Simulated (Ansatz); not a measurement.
We consider bcc Nb, described by PBE (PAW; Ansatz, a quantum-chemistry and plane-wave program).

Numerical settings: plane-wave cutoff 520 eV, 28×28×28 k mesh, Fermi–Dirac smearing 0.055 eV (set by the program), no spin polarisation, scalar-relativistic PAW data made under PBE.

Cell (relaxed at this level):

```
Nb
1.0
   -1.65499     1.65499     1.65499
    1.65499    -1.65499     1.65499
    1.65499     1.65499    -1.65499
Nb
1
Direct
  0.00000   0.00000   0.00000
```

**Question.** Give the computed polycrystal shear modulus (Hill average), Voigt–Reuss–Hill bulk modulus, elastic constant C11, elastic constant C12 and elastic constant C44.

**Answer.** 
polycrystal shear modulus (Hill average): 25.2 GPa
Voigt–Reuss–Hill bulk modulus: 169 GPa
elastic constant C11: 243 GPa
elastic constant C12: 132 GPa
elastic constant C44: 13.9 GPa

Measured, for comparison: elastic constant C11 253 GPa, elastic constant C12 133 GPa, elastic constant C44 30.8 GPa (4 K, zero-point motion not removed; as tabulated in Wang et al. (2022), arXiv:2209.12322). Computed (rounded) less measured: elastic constant C11 -4 %, elastic constant C12 -0.8 %, elastic constant C44 -55 %.

Note: the shear constants of this metal are likely not converged at this k mesh and smearing.

Elastic constants are with the ions relaxed.

The computed numbers hold no vibrational or temperature effects.
